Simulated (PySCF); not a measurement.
Bonds broken one at a time in the series HO-X. Gas-phase values, no solvent. One relaxed conformer stands for each flexible species; it need not be the lowest. Strings in code marks are SMILES.

All values below come from PySCF with M06-2X/def2-TZVP // B3LYP-D3(BJ)/def2-TZVP. 

A: radical fragment (`C[Si](C)C`)
B: radical fragment (`C[Si](C)O` (C–Si–O–H torsion 177°))
C: radical fragment (`CO[C]=O` (C–O–C–O torsion 0°))

**Question.** Which member has the lowest highest occupied spin orbital?

**Answer.** C (-8.14 eV); next is B (-6.20 eV).
